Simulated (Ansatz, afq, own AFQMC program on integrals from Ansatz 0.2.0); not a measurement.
AFQMC on a folder of integrals that Ansatz 0.2.0 wrote.

```yaml
crystal:
  periodic: [false, false, false]
  atoms:
    - {symbol: Ge, position_ang: [-0.488834, 0.000000, 0.000000]}
    - {symbol: H, position_ang: [-1.000284, 1.446599, 0.000000]}
    - {symbol: H, position_ang: [-1.000284, -0.723300, 1.252792]}
    - {symbol: H, position_ang: [-1.000284, -0.723299, -1.252792]}
    - {symbol: H, position_ang: [1.146166, 0.000000, 0.000000]}
    - {symbol: C, position_ang: [2.486166, 0.000000, 0.000000]}
    - {symbol: H, position_ang: [2.486166, -1.080022, 0.000000]}
    - {symbol: H, position_ang: [2.486166, 0.540011, 0.935327]}
    - {symbol: H, position_ang: [2.486166, 0.540012, -0.935327]}
basis:
  gaussian: {orbitals: cc-pVDZ}
magnetization: {spin_polarized: true, initial_magnetization: 1}
correlation: {method: ccsd_t, electrons: outside_noble_gas, hamiltonian_folder: ham}
```

```sh
$ ansatz run in.yaml --threads 1 --pin off --events-out ev --progress --plain --max-ram 16896MiB --backend cuda --devices 0, --max-vram 18GiB
```

Options of the walk:

```
--method phaseless --trial cisd --walkers 4000 --populations 20 --least-time 60 --time-step 0.005 --steps-per-block 50 --equilibration-blocks 28 --max-blocks 4000 --target-error 0.00023 --factor-cut 1e-05 --start spin_pure --seed 2159 --release-times 0.24,0.51,0.99,1.5 --release-step 0.03 --release-every 4 --taylor-order 6
```

Times are imaginary, in 1/Eh. The walk had a cap of 167 s. With eight or more populations the least sampling time is a fifth of least-time, and the error comes from their spread. Filled inner d shells are frozen with the cores.

Log:

```
orbitals 61  electrons 8 7  factors 508 of 756
reference energy -2117.15749835 Eh
CCSD correlation -0.31257364 Eh in 11 cycles, weight of the determinant in the CISD state 0.8593
energy of the start -2117.468318 Eh
 block  time / (1/Eh)  mean weight  energy / Eh
     1     0.250  1.0001  -2117.462736
     2     0.500  1.0000  -2117.465545
     3     0.750  0.9997  -2117.469132
     4     1.000  0.9996  -2117.471857
     5     1.250  1.0000  -2117.474054
     8     2.000  1.0001  -2117.476954
    11     2.750  1.0000  -2117.477915
    14     3.500  0.9999  -2117.478502
    17     4.250  0.9998  -2117.478805
    20     5.000  0.9999  -2117.478818
    23     5.750  0.9998  -2117.478974
    26     6.500  0.9999  -2117.479656
    29     7.250  0.9998  -2117.479434
    32     8.000  0.9998  -2117.479099
    35     8.750  1.0001  -2117.478812
    38     9.500  1.0001  -2117.478491
    41    10.250  1.0001  -2117.479235
    44    11.000  1.0001  -2117.478685
    47    11.750  0.9999  -2117.478585
    50    12.500  1.0002  -2117.478374
    53    13.250  0.9997  -2117.478677
    55    13.750  1.0004  -2117.477485
    56    14.000  1.0001  -2117.477632
    59    14.750  1.0000  -2117.477877
    62    15.500  0.9996  -2117.478607
    65    16.250  1.0000  -2117.479695
    68    17.000  0.9996  -2117.479089
    71    17.750  0.9997  -2117.479955
    74    18.500  1.0003  -2117.478625
    77    19.250  1.0001  -2117.479456
    78    19.500  1.0000  -2117.478976
error from the spread of 20 populations
released: time / (1/Eh)  energy / Eh  error  mean overlap
  0.24  -2117.478952  0.000092  0.9968
  0.51  -2117.479044  0.000109  0.9932
  0.99  -2117.479026  0.000152  0.9887
  1.50  -2117.479023  0.000158  0.9877
energy -2117.478818 +/- 0.000102 Eh
(rows thinned)
```

The run passed its tests (sampling time, drift between the halves within three errors, error under three times the target), which doesn't prove that it has relaxed.

Against this walk (error 2.8 meV) on the same determinant: CCSD(T) 35.9 meV higher, CCSDT(Q) 5.1 meV lower (within the noise). The error is statistical and leaves out the bias of the constraint. Released to 1.50 1/Eh the energy moves by -6 ± 5 meV (both errors), within twice the noise.

Cautions: constraint bias not in the error; no relativity below Rb; no spin-orbit coupling; inner d shell frozen.

The walk took 2.6 min on 1 × NVIDIA H100 80GB HBM3 with 2 threads of AMD EPYC 7R13 Processor (Zen 3), on a shared host (the card was shared). The log's last line is the phaseless energy.

CCSDT and higher add their correlation energy to the determinant of the CCSD(T) run, since their own runs factorise the integrals more tightly (a shift of under 2 meV). A walk keeps the symmetry of its determinant, which the program's search chose and which needn't be the lowest solution, so a lower state of the same spin and another symmetry isn't excluded.
